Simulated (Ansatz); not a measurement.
Ansatz (an electronic-structure program) input (CCSD(T)/cc-pwCVQZ): A basis named .json is the Basis Set Exchange file of that set (core-valence sets with the plain set on hydrogen).

Ansatz 0.2 input:
```yaml
crystal:
  periodic: [false, false, false]
  atoms:
    - {symbol: O, position_ang: [0.00702152, 0.00134342, 0.11666744]}
    - {symbol: H, position_ang: [-0.04995842, 0.75929218, -0.47415850]}
    - {symbol: H, position_ang: [-0.00621371, -0.77003954, -0.45918106]}
basis:
  gaussian:
    orbitals: cc-pwCVQZ.json
magnetization: {spin_polarized: false}
correlation: {method: ccsd_t, electrons: outside_noble_gas}
```

Output:

```
Functional definition: HF
integrals: 0.31 GiB planned
874 factors; integrals over basis functions are off by at most 8.3e-4 eV
mean field: 0.31 GiB planned
mean field evaluation 1: about -2068.0197 eV, gradient 3.3e1 eV
mean field evaluation 2: about -2068.0196 eV, gradient 3.3e1 eV
mean field evaluation 4: about -2069.8125 eV, gradient 1.4e0 eV
mean field evaluation 8: about -2069.8200 eV, gradient 3.3e-5 eV
mean field evaluation 16: about -2069.8195 eV, gradient 3.5e-1 eV
mean field -2069.82002638 eV, -76.0644829949 hartree, gradient 1.1e-6 eV, S^2 0.000000; 0 other end points of the search recorded, 0 dependent functions left out
1 core orbitals not correlated
reference -2069.82002638 eV, -76.0644829949 hartree; 4, 4 occupied and 139, 139 virtual orbitals, 874 factors
second order -7.76754041 eV of doubles, -0.00000000 eV of singles
coupled cluster: 0.75 GiB planned
cycle   1  -7.67095462 eV  change    9.7e-2 eV  update   4.1e-2
cycle   2  -7.81457768 eV  change   -1.4e-1 eV  update   1.1e-2
cycle   3  -7.83880186 eV  change   -2.4e-2 eV  update   4.3e-3
cycle   4  -7.83735233 eV  change    1.4e-3 eV  update   7.7e-4
cycle   5  -7.83774291 eV  change   -3.9e-4 eV  update   2.8e-4
cycle   6  -7.83779814 eV  change   -5.5e-5 eV  update   6.9e-5
cycle   7  -7.83779873 eV  change   -5.9e-7 eV  update   2.5e-5
cycle   8  -7.83779755 eV  change    1.2e-6 eV  update   8.5e-6
perturbative correction -0.25009322 eV, -0.0091907564 hartree
Total energy: -2077.90791714 eV, -76.3617074985 hartree
```
